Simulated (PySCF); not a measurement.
Molecule: `O=[PH](CC)CC`, C₄H₁₁OP.

Geometry (Å), atoms numbered from 1 in this order:
```xyz
17

C    -2.306    0.280   -0.097
C    -1.485   -0.948    0.263
P     0.281   -0.874   -0.180
O     1.045   -2.135    0.072
C     0.972    0.589    0.662
C     2.480    0.674    0.466
H    -1.994    1.166    0.476
H    -3.373    0.114    0.113
H    -2.218    0.526   -1.168
H    -1.518   -1.166    1.344
H    -1.864   -1.854   -0.239
H     0.228   -0.448   -1.549
H     0.455    1.495    0.304
H     0.724    0.473    1.731
H     2.740    0.847   -0.590
H     2.912    1.495    1.057
H     2.954   -0.270    0.773
```

Geometry PBE0-D3(BJ)/def2-SVP throughout; GIAO in PySCF 2.14, gas phase, one conformer, non-relativistic; equivalent atoms averaged; basis pcSseg-1.

(1) How do the shifts δ (against TMS, H3PO4, H2O at the same level) depend on the functional? (ppm; last column core-seconds on 1 thread of an Arm Neoverse V1, shared host; the GGAs took longer than the global hybrids here, which isn't the general rule, and the cause wasn't traced)

(2) Which nucleus moves most, in ppm?

Answers

(1) 
```tsv
functional	kind	C2/C5	C1/C6	P3	O4	H12	H11/H14	H10/H13	H7/H8/H9/H15/H16/H17	core-s
KT2	GGA	26.6	7.7	3.6	110.9	7.04	1.47	1.34	1.05	28
KT3	GGA	26.3	8.9	6.1	104.5	6.85	1.47	1.35	1.07	27
B97-D	GGA	27.1	8.6	11.3	106.2	6.99	1.50	1.37	1.10	27
B3LYP	global hybrid	26.6	7.6	10.7	105.0	6.72	1.45	1.28	1.08	16
PBE0	global hybrid	25.1	7.2	6.3	96.5	6.75	1.45	1.26	1.06	16
mPW1PW91	global hybrid	25.1	7.4	6.7	94.7	6.72	1.45	1.26	1.06	16
```

(2) O4 (P=O oxygen): from 94.7 ppm with mPW1PW91 to 110.9 ppm with KT2. The smallest spread is 0.04 ppm, at H7/H8/H9/H15/H16/H17. Proton shifts span only some 12 ppm, so a few tenths of a ppm matter as much there as several ppm in carbon.
